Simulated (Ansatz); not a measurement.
# FH6NSi: the cost of one run

Program: Ansatz 0.2.0. Level of theory: RKS PBE0/6-31G*. These are calculated values, not measurements.

### Step 1. The system as given

Bond lengths: Si1–N3 1.820 Å, N3–H4 1.060 Å, N3–H5 1.060 Å, Si1–H6 1.459 Å, Si1–H7 1.459 Å, Si1–F8 1.890 Å. Angles: Si1–N3–H4 120.0°, Si1–N3–H5 120.0°, H4–N3–H5 120.0°, N3–Si1–H6 109.5°, N3–Si1–H7 109.5°, N3–Si1–F8 178.9°, H6–Si1–H7 109.5°, H6–Si1–F8 70.0°, H7–Si1–F8 70.0°.

Structure file:

```xyz
9

Si    0.0000    0.0000    0.0000
H     0.0000    0.0000    1.8100
N     1.7163    0.0000   -0.6061
H     2.2145   -0.9180   -0.7868
H     2.2175    0.9180   -0.7783
H    -0.6877    1.1914   -0.4862
H    -0.6877   -1.1914   -0.4862
F    -1.7936    0.0000    0.5960
H    -0.9735    0.0000    1.6930
```

### Step 2. Pulling towards end A

Springs on the bonds that form and break draw the guess towards this end; the thresholds are loose.

input.yaml reads:

```yaml
crystal:
  periodic: [false, false, false]
  atoms:
    - { symbol: Si, position_ang: [0.0, 0.0, 0.0] }
    - { symbol: H, position_ang: [0.0, 0.0, 1.81] }
    - { symbol: "N", position_ang: [1.7163, 0.0, -0.6061] }
    - { symbol: H, position_ang: [2.2145, -0.918, -0.7868] }
    - { symbol: H, position_ang: [2.2175, 0.918, -0.7783] }
    - { symbol: H, position_ang: [-0.6877, 1.1914, -0.4862] }
    - { symbol: H, position_ang: [-0.6877, -1.1914, -0.4862] }
    - { symbol: F, position_ang: [-1.7936, 0.0, 0.596] }
    - { symbol: H, position_ang: [-0.9735, 0.0, 1.693] }
basis:
  gaussian: { orbitals: "6-31G*" }
hamiltonian:
  xc: pbe0
relax:
  f_tol: 0.15
  max_steps: 25
  restrain:
    - { distance: [0, 7], at: 2.79, k: 30.0 }
    - { distance: [8, 1], at: 1.86, k: 30.0 }
    - { distance: [0, 1], at: 1.46, k: 30.0 }
    - { distance: [8, 7], at: 0.92, k: 30.0 }
```

The run is started by

```console
> ansatz run input.yaml --threads 1 --pin off --max-ram 2048MiB --backend cpu --events-out ev --progress --plain --runs-dir out
```

**Question.** How long does this run take on 1 thread of Arm Neoverse V1, shared host, and how much memory does it need?

About 23 s, with a peak of 0.13 GiB.
